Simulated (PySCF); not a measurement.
SF4: PBE0 against B3LYP

Base calculation in PySCF with density fitting and no spin–orbit coupling, PBE0/def2-TZVP (no relativity): singlet, C2v, S–F 1.553 Å (×2), S–F 1.649 Å (×2); F–S–F 87.6° (×4), F–S–F 101.3°, F–S–F 172.5°; wavenumbers 224, 349, 463, 528, 533, 564, 749, 874, 903 cm⁻¹; dipole moment 0.61 D, gap between the highest occupied and lowest empty levels 7.89 eV, polar-tensor charge of S 2.43 e, atomisation energy (no zero-point energy) 1365 kJ/mol.

What changes on going to B3LYP/def2-TZVP (no relativity)?

The point group stays the same. Changes: mean bond to S +0.016 Å, smallest bond angle +0.2 degrees, highest wavenumber -34 cm⁻¹, lowest wavenumber -6 cm⁻¹, dipole moment +0.10 D, gap between the highest occupied and lowest empty levels -0.61 eV, polar-tensor charge of S -0.01 e, atomisation energy (no zero-point energy) -20 kJ/mol. The new structure has S–F 1.566 Å (×2), S–F 1.668 Å (×2); F–S–F 87.8° (×4), F–S–F 101.1°, F–S–F 173.1°, with wavenumbers 218, 333, 445, 508, 512, 537, 714, 835, 869 cm⁻¹.

Each species is the lowest minimum found with this bonding; other isomers or fragments can lie lower.
